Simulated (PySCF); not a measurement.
Problem. Write Cartesian coordinates for `C=C([S-])C1CC1` as optimised with GFN2-xTB. (Charge -1.)

Solution. 
```xyz
13
C5H7S angstrom
C      2.115    0.471   -0.638
C      1.088    0.205    0.188
S      1.239    0.113    1.895
C     -0.266   -0.024   -0.393
C     -1.491    0.440    0.342
C     -1.197   -1.022    0.236
H      1.985    0.521   -1.713
H      3.110    0.644   -0.262
H     -0.293    0.050   -1.479
H     -1.323    0.902    1.304
H     -2.318    0.853   -0.222
H     -0.837   -1.513    1.128
H     -1.816   -1.639   -0.404
```

Any rigid rotation of these coordinates is as good. Atoms count from 1 in this order. Of the pairs four or more bonds apart, S3···H10 is among the closest relative to their van der Waals radii: 2.74 Å, 91 % of the sum of Bondi's values. The 5 C–C bonds span 1.345 Å (C1=C2, drawn double in one of several resonance forms) to 1.502 Å (C4–C6, drawn single), a spread of 0.157 Å. C1 (carbon bonded to C and 2 H) is planar (angles 121.8°, 121.5° and 116.7°, sum 360.0°, 0.00 Å off the plane of its three neighbours). C2 (fully substituted alkene carbon) is planar (angles 123.7°, 119.0° and 117.3°, sum 360.0°, 0.00 Å off the plane of its three neighbours).

Bonds between heavy atoms (Å): C1=C2 1.345, C2–S3 1.716, C2–C4 1.491, C4–C5 1.502, C5–C6 1.494, C4–C6 1.502.

Computed geometry: GFN2-xTB, gas phase.

Point group: Cs (every atom within 0.08 Å of its image). No frequency check. Torsions: C1–C2–C4–C5 -145°.

One conformer stands for the species.
